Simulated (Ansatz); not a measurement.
Ansatz (a first-principles code) input:

Ansatz 0.2 input:
```yaml
crystal:
  periodic: [false, false, false]
  atoms:
    - {symbol: O, position_ang: [0.45994726, 1.66840961, 0.39783564]}
    - {symbol: C, position_ang: [0.07176623, 0.51939127, 0.05725295]}
    - {symbol: N, position_ang: [1.12811518, -0.39699719, -0.41212529]}
    - {symbol: C, position_ang: [-1.18258575, 0.00303326, 0.05774542]}
    - {symbol: H, position_ang: [0.95375242, -1.34470425, -0.09325540]}
    - {symbol: H, position_ang: [-1.38364886, -1.00826435, -0.27117488]}
    - {symbol: H, position_ang: [-2.03444508, 0.61134962, 0.31919400]}
    - {symbol: H, position_ang: [2.01615042, -0.07320388, -0.03893046]}
basis:
  gaussian:
    orbitals: def2-TZVP
hamiltonian:
  xc: b3lyp
  dispersion: d3bj
total_charge: -1
relax: {f_tol: 0.002, max_steps: 150}
```

What final total energy does it print?

-208.69960 Eh (B3LYP-D3(BJ)/def2-TZVP). The basis has 148 functions. The run takes roughly 50 core-seconds.

It need not be the lowest isomer of its formula. Whether it binds its extra electron was not tested at this geometry.
